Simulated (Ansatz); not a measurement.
Ansatz (a first-principles code) input (CCSD(T)/aug-cc-pVDZ):

Ansatz 0.2 input:
```yaml
crystal:
  periodic: [false, false, false]
  atoms:
    - {symbol: C, position_ang: [-0.62506249, 0.09868167, 0.06335550]}
    - {symbol: F, position_ang: [0.74037567, -0.11688673, -0.07504349]}
    - {symbol: H, position_ang: [-0.89947162, -0.04282710, 1.10961518]}
    - {symbol: H, position_ang: [-0.85396320, 1.11823461, -0.24985477]}
    - {symbol: H, position_ang: [-1.15957127, -0.61551701, -0.56450199]}
basis:
  gaussian:
    orbitals: aug-cc-pVDZ
magnetization: {spin_polarized: false}
correlation: {method: ccsd_t, electrons: outside_noble_gas}
output: {forces: true}
```

End of the output:

```
cycle   4  -10.33823508 eV  change    2.2e-3 eV  update   1.6e-3
cycle   5  -10.33773862 eV  change    5.0e-4 eV  update   5.7e-4
cycle   6  -10.33799734 eV  change   -2.6e-4 eV  update   1.5e-4
cycle   7  -10.33800331 eV  change   -6.0e-6 eV  update   4.7e-5
cycle   8  -10.33798629 eV  change    1.7e-5 eV  update   1.5e-5
cycle   9  -10.33798840 eV  change   -2.1e-6 eV  update   4.7e-6
perturbative correction -0.25185562 eV, -0.0092555234 hartree
the calculation of the forces begins
Total energy: -3794.53483073 eV, -139.4465830014 hartree
Atom 0 at    -0.625062     0.098682     0.063355 Å, force    -0.302091     0.047693     0.030620 eV/Å
Atom 1 at     0.740376    -0.116887    -0.075043 Å, force     0.686546    -0.108388    -0.069587 eV/Å
Atom 2 at    -0.899472    -0.042827     1.109615 Å, force    -0.098821    -0.060186     0.427618 eV/Å
Atom 3 at    -0.853963     1.118235    -0.249855 Å, force    -0.080161     0.415893    -0.129817 eV/Å
Atom 4 at    -1.159571    -0.615517    -0.564502 Å, force    -0.205473    -0.295011    -0.258834 eV/Å
Dipole moment:    -0.381600     0.060245     0.038678 e Å
```
